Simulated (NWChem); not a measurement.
Everything below was run with NWChem. System: H₃P, charge 0, spin multiplicity 1, at a geometry optimised with PBE0/def2-SVP. Level: RHF/cc-pVDZ, spin-restricted.

The NWChem input:

```
start mol
memory heap 200 mb stack 900 mb global 1100 mb
geometry units angstroms nocenter noautoz noautosym
  P     -0.003352     0.130235     0.000000
  H     -0.580989    -0.666565     1.035668
  H     -0.580989    -0.666565    -1.035668
  H      1.212263    -0.620396     0.000000
end
basis spherical
  * library cc-pvdz
end
scf
  rhf
  nopen 0
  maxiter 100
  thresh 1e-7
  semidirect memsize 60000000 filesize 0
end
task scf energy
```

Output (cleaned and shortened):

```
             Northwest Computational Chemistry Package (NWChem) 7.3.0
             --------------------------------------------------------

                                NWChem Input Module
                                -------------------

 Scaling coordinates for geometry "geometry" by  1.889725989
 (inverse scale =  0.529177249)

                             Geometry "geometry" -> ""
                             -------------------------

 Output coordinates in angstroms (scale by  1.889725989 to convert to a.u.)

  No.       Tag          Charge          X              Y              Z
 ---- ---------------- ---------- -------------- -------------- --------------
    1 P                   15.0000    -0.00335200     0.13023500     0.00000000
    2 H                    1.0000    -0.58098900    -0.66656500     1.03566800
    3 H                    1.0000    -0.58098900    -0.66656500    -1.03566800
    4 H                    1.0000     1.21226300    -0.62039600     0.00000000

 Effective nuclear repulsion energy (a.u.)      17.4340881334

            Nuclear Dipole moment (a.u.)
            ----------------------------
        X                 Y               Z
 ---------------- ---------------- ----------------
     0.0000094486    -0.0000018897     0.0000000000


 Summary of "ao basis" -> "" (spherical)
 ------------------------------------------------------------------------------
       Tag                 Description            Shells   Functions and Types
 ---------------- ------------------------------  ------  ---------------------
 *                          cc-pvdz                   on all atoms

 Summary of "ao basis" -> "ao basis" (spherical)
 ------------------------------------------------------------------------------
       Tag                 Description            Shells   Functions and Types
 ---------------- ------------------------------  ------  ---------------------
 P                          cc-pvdz                  8       18   4s3p1d
 H                          cc-pvdz                  3        5   2s1p

                                 NWChem SCF Module
                                 -----------------

  ao basis        = "ao basis"
  functions       =    33
  atoms           =     4
  closed shells   =     9
  open shells     =     0
  charge          =   0.00
  wavefunction    = RHF
  use symmetry    = F
  symmetry adapt  = F

 Summary of "ao basis" -> "ao basis" (spherical)
 ------------------------------------------------------------------------------
       Tag                 Description            Shells   Functions and Types
 ---------------- ------------------------------  ------  ---------------------
 P                          cc-pvdz                  8       18   4s3p1d
 H                          cc-pvdz                  3        5   2s1p

 Forming initial guess at       0.1s

      Superposition of Atomic Density Guess
      -------------------------------------

 Sum of atomic energies:        -342.14775117

      Non-variational initial energy
      ------------------------------

 Total energy =    -342.340531
 1-e energy   =    -507.204900
 2-e energy   =     147.430281
 HOMO         =      -0.312155
 LUMO         =       0.099132

 Starting SCF solution at       0.5s

 ----------------------------------------------
         Quadratically convergent ROHF

 Convergence threshold     :          1.000E-07
 Maximum no. of iterations :          100
 Final Fock-matrix accuracy:          1.000E-09
 ----------------------------------------------

              iter       energy          gnorm     gmax       time
             ----- ------------------- --------- --------- --------
                 1     -342.4556473829  3.04D-01  1.26D-01      0.5
                 2     -342.4692961250  8.38D-02  4.80D-02      0.6
                 3     -342.4701572126  2.75D-03  1.14D-03      0.6
                 4     -342.4701580542  4.31D-06  1.44D-06      0.6
                 5     -342.4701580542  6.52D-09  2.64D-09      0.6

       Final RHF  results
       ------------------

         Total SCF energy =   -342.470158054168
      One-electron energy =   -508.054114377290
      Two-electron energy =    148.149868189737
 Nuclear repulsion energy =     17.434088133384

        Time for solution =      0.0s

             Final eigenvalues
             -----------------

              1
    1  -79.9520
    2   -7.4936
    3   -5.3874
    4   -5.3874
    5   -5.3858
    6   -0.8531
    7   -0.5150
    8   -0.5150
    9   -0.3879
   10    0.1701
   11    0.1701
   12    0.1754
   13    0.4558
   14    0.4558
   15    0.5838
   16    0.6285
   17    0.6346
   18    0.6346
   19    0.7206

                       ROHF Final Molecular Orbital Analysis
                       -------------------------------------

 Vector    7  Occ=2.000000D+00  E=-5.149871D-01
              MO Center=  3.8D-01, -3.5D-01,  2.3D-09, r^2= 1.8D+00
   Bfn.  Coefficient  Atom+Function         Bfn.  Coefficient  Atom+Function
  ----- ------------  ---------------      ----- ------------  ---------------
    29      0.358854  4 H  s                  8      0.348337  1 P  px
    11      0.211876  1 P  px                30      0.202227  4 H  s
    19     -0.179428  2 H  s                 24     -0.179428  3 H  s

 Vector    8  Occ=2.000000D+00  E=-5.149853D-01
              MO Center= -3.6D-01, -3.6D-01, -2.3D-09, r^2= 1.8D+00
   Bfn.  Coefficient  Atom+Function         Bfn.  Coefficient  Atom+Function
  ----- ------------  ---------------      ----- ------------  ---------------
    10      0.348453  1 P  pz                19      0.310777  2 H  s
    24     -0.310777  3 H  s                 13      0.211947  1 P  pz
    20      0.175135  2 H  s                 25     -0.175135  3 H  s

 Vector    9  Occ=2.000000D+00  E=-3.879315D-01
              MO Center= -9.5D-03,  3.7D-01, -4.9D-14, r^2= 1.8D+00
   Bfn.  Coefficient  Atom+Function         Bfn.  Coefficient  Atom+Function
  ----- ------------  ---------------      ----- ------------  ---------------
    12      0.421451  1 P  py                 9      0.413091  1 P  py
     4      0.383635  1 P  s                  3      0.227087  1 P  s

 Vector   10  Occ=0.000000D+00  E= 1.700785D-01
              MO Center= -1.3D-01, -6.8D-02,  6.5D-10, r^2= 3.5D+00
   Bfn.  Coefficient  Atom+Function         Bfn.  Coefficient  Atom+Function
  ----- ------------  ---------------      ----- ------------  ---------------
    13      1.279408  1 P  pz                20     -1.065576  2 H  s
    25      1.065576  3 H  s                 10      0.232913  1 P  pz
    19     -0.175081  2 H  s                 24      0.175081  3 H  s

 Vector   11  Occ=0.000000D+00  E= 1.700795D-01
              MO Center=  1.3D-01, -6.1D-02, -6.5D-10, r^2= 3.5D+00
   Bfn.  Coefficient  Atom+Function         Bfn.  Coefficient  Atom+Function
  ----- ------------  ---------------      ----- ------------  ---------------
    11      1.278995  1 P  px                30     -1.230504  4 H  s
    20      0.615137  2 H  s                 25      0.615137  3 H  s
     8      0.232837  1 P  px                29     -0.202166  4 H  s

 Vector   12  Occ=0.000000D+00  E= 1.753573D-01
              MO Center=  1.6D-02, -6.2D-01, -5.2D-13, r^2= 4.9D+00
   Bfn.  Coefficient  Atom+Function         Bfn.  Coefficient  Atom+Function
  ----- ------------  ---------------      ----- ------------  ---------------
     4      2.134759  1 P  s                 20     -1.172637  2 H  s
    25     -1.172637  3 H  s                 30     -1.172508  4 H  s
    12     -1.144517  1 P  py                 2     -0.153975  1 P  s

 center of mass
 --------------
 x =  -0.00295408 y =   0.11478547 z =   0.00000000

 moments of inertia (a.u.)
 ------------------
          13.732143513440          -0.044042159728           0.000000000000
          -0.044042159728          15.440310016461           0.000000000000
           0.000000000000           0.000000000000          13.731151940919

  Mulliken analysis of the total density
  --------------------------------------

    Atom       Charge   Shell Charges
 -----------   ------   -------------------------------------------------------
    1 P   15    14.95   2.00  2.01  0.86  0.77  6.00  1.72  1.44  0.14
    2 H    1     1.02   0.72  0.28  0.02
    3 H    1     1.02   0.72  0.28  0.02
    4 H    1     1.02   0.72  0.28  0.02

       Multipole analysis of the density wrt the origin
       ------------------------------------------------

     L   x y z        total         open         nuclear
     -   - - -        -----         ----         -------
     0   0 0 0     -0.000000      0.000000     18.000000

     1   1 0 0      0.007118      0.000000      0.000009
     1   0 1 0     -0.276410      0.000000     -0.000002
     1   0 0 1      0.000000      0.000000      0.000000

     2   2 0 0    -11.066056      0.000000      7.659385
     2   1 1 0      0.041838      0.000000      0.056789
     2   1 0 1     -0.000000      0.000000      0.000000
     2   0 2 0    -12.689899      0.000000      5.456323
     2   0 1 1     -0.000000      0.000000      0.000000
     2   0 0 2    -11.065001      0.000000      7.660706

 Task  times  cpu:        0.6s     wall:        0.6s

 Total times  cpu:        0.6s     wall:        0.6s
```
